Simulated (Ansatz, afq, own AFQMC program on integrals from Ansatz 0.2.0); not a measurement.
# Si₂H₃, doublet → Si2H3⁺, triplet

```xyz
5

Si    0.0000    0.0235    1.0897
Si    0.0000   -0.0769   -1.1897
H     0.0000    1.2166    1.9857
H     0.0000   -1.1800    1.9697
H     0.0000    1.4507   -1.1705
```

Connectivity, by distances: SiH2–SiH.

E(triplet, charge +1) − E(doublet, charge +0) at this geometry, on UHF and UHF determinants.

Basis cc-pVDZ. Only valence electrons are correlated. Ansatz 0.2.0 and our own AFQMC program on the same integrals; the CISD trial comes from CCSD amplitudes, and released means the phaseless constraint is let go. ± is one standard error of the sampling. The errors of all members are added in quadrature.

No full CI on the walks' own integrals is used here; CCSDT(Q) serves as the reference and is uncertain by about the last step of the cluster series. Each member takes its own surest rung, up to full CI.

The best estimate is CCSD(T) at the basis-set limit (CBS: def2-TZVPP and def2-QZVPP, with their diffuse functions for anions and beside diffuse sets, CCSD(T) itself extrapolated) plus the step from CCSD(T) to CCSDT(Q) in cc-pVDZ. Rows without CBS are in cc-pVDZ, the functionals in def2-TZVP; B2PLYP and the wave-function rows carry a basis error of their own. Core correlation and relativity beyond core potentials are missing, and ± holds the sampling alone.

Cautions: Si₂H₃ (doublet): the released energies are still falling, so no released level is given (meV from the phaseless value at times in 1/Eh: -1 ± 3 at 0.24, -4 ± 3 at 0.51, -6 ± 3 at 0.99, -9 ± 4 at 1.62, -15 ± 3 at 2.40), though the last usable value meets CCSDT(Q) within the noise, its ph-AFQMC/CISD value lies 16 ± 5 meV above CCSDT(Q); Si₂H₃⁺ (triplet): lower spins were not checked, its ph-AFQMC/CISD value lies 21 ± 3 meV above CCSDT(Q); this needn't be the first ionization.

Best estimate: 8.780 eV.

```
        level  vertical ionization energy (eV)  error against the best estimate (eV)
           HF                            7.660                                -1.120
          MP2                            8.409                                -0.371
         CCSD                            8.504                                -0.276
      CCSD(T)                            8.529                                -0.251
        CCSDT                            8.524                                -0.256
     CCSDT(Q)                            8.527                                -0.253
ph-AFQMC/CISD                    8.531 ± 0.006                        -0.249 ± 0.006
       HF/CBS                            7.613                                -1.167
      MP2/CBS                            8.666                                -0.114
  CCSD(T)/CBS                            8.783                                 0.003
          PBE                            8.644                                -0.137
       r2SCAN                            8.597                                -0.184
         PBE0                            8.657                                -0.123
        B3LYP                            8.760                                -0.020
      wB97M-V                            8.756                                -0.024
       B2PLYP                            8.653                                -0.128
```

Correlation beyond CCSD(T) takes off 0.003 eV. Going to the basis-set limit adds 0.253 eV at CCSD(T). The perturbative (T) step is worth +0.025 eV. The functionals spread over 0.164 eV; B3LYP and wB97M-V come nearest and r2SCAN is 0.184 eV too low.

Best estimates are given only where the step beyond CCSD(T) is under 0.3 eV and no member's determinant is very poor (T1 over 0.05, or 0.07 for open shells, ⟨S²⟩ too high by 0.3, two states mixed), so the hardest cases are missing from such tables.

The functionals ran in a triple-zeta set and keep a basis error of their own, a few kJ/mol for each bond in atomization energies and more for double hybrids, so close places among them and the extrapolated levels can swap.

CCSDT and higher add their correlation energy to the determinant of the CCSD(T) run, since their own runs factorise the integrals more tightly (a shift of under 2 meV). Each member of a difference takes its own highest rung, so a best estimate needn't equal the limit plus the step of one row. A walk keeps the symmetry of its determinant, which the program's search chose and which needn't be the lowest solution, so a lower state of the same spin and another symmetry isn't excluded.
